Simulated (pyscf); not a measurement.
Thermochemistry of product channels of `[CH3][Zn][NH2]` + `[CH3]` [doublet] on the doublet surface, in eV, from ωB97M-D3(BJ)/def2-TZVP energies (ideal gas, 1 atm, RRHO with modes under 100 cm⁻¹ raised to 100, one conformer, R ln 2 for chiral ones without a mode under 150 cm⁻¹). Single points on ωB97X-D3(BJ)/def2-SVP structures (PySCF, gas phase).

```tsv
products	ΔE	ΔH(298 K)	ΔG(298 K)	ΔG(1200 K)
`[CH3][CH3]` + `[NH2][Zn]` [doublet]	?	-0.72	-0.65	-0.28
`[CH3][Zn][NH]` [doublet] + `[CH4]`	+0.09	+0.13	+0.16	?
```

Problem. Fill in the missing entries.

Solution. 
- `[CH3][CH3]` + `[NH2][Zn]` [doublet], ΔE: -0.90
- `[CH3][Zn][NH]` [doublet] + `[CH4]`, ΔG(1200 K): +0.33

These are energies of the channels, which say nothing of barriers. Elements up to Kr have no core potential and no relativistic terms here.
